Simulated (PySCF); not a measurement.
What binds AlB: the parts of the energy along the bond

State: ³Σ⁻, triplet, unpaired electrons π ↑↑. ROHF-based CCSD(T) in PySCF 2.14 with Al cc-pV(T+d)Z, B cc-pVTZ and Al cc-pV(Q+d)Z, B cc-pVQZ (frozen core orbitals: 6; no relativity). Correlation energies are extrapolated as n⁻³ (n = 3, 4), Hartree–Fock as (n+1)·exp(−9√n). CV is the change on freezing 1 orbitals instead, in Al cc-pwCVTZ, B cc-pwCVTZ. SR is the spin-free X2C energy in Al cc-pVTZ-DK, B cc-pVTZ-DK less the non-relativistic one in Al cc-pVTZ, B cc-pVTZ. All energies in eV from Al + B.

| R (Å) | HF/CBS | CCSD corr. | (T) | CV | SR | total |
| --- | --- | --- | --- | --- | --- | --- |
| 1.7893 | -0.283 | -0.904 | -0.2563 | -0.0501 | 0.0012 | -1.493 |
| 1.8707 | -0.607 | -0.874 | -0.2536 | -0.0367 | 0.0024 | -1.768 |
| 1.9520 | -0.789 | -0.841 | -0.2499 | -0.0263 | 0.0031 | -1.904 |
| 2.0333 | -0.869 | -0.809 | -0.2457 | -0.0182 | 0.0035 | -1.938 |
| 2.1147 | -0.875 | -0.777 | -0.2416 | -0.0121 | 0.0035 | -1.902 |
| 2.2163 | -0.810 | -0.739 | -0.2371 | -0.0066 | 0.0033 | -1.789 |
| 2.3180 | -0.693 | -0.706 | -0.2338 | -0.0029 | 0.0029 | -1.632 |

A fit to the total gives Re = 2.0273 Å, De = 1.938 eV, ωe = 617.6 cm⁻¹, Be = 0.5246 cm⁻¹ (masses 26.9815 and 11.0093 u).

Question: At R = 2.0333 Å the CCSD correlation energy is -0.150440 hartree in the smaller basis and -0.154670 in the larger. Extrapolate it.

Answer: (4³·E4 − 3³·E3)/(4³ − 3³) = -0.15776 hartree; the larger basis holds 98.0 % of it.

The T1 diagnostic is 0.066, large enough to doubt a single reference. The state was picked by a PBE0 search and need not be the measured ground state. Spin–orbit coupling, excitations beyond (T) and corrections to the Born–Oppenheimer picture are left out.
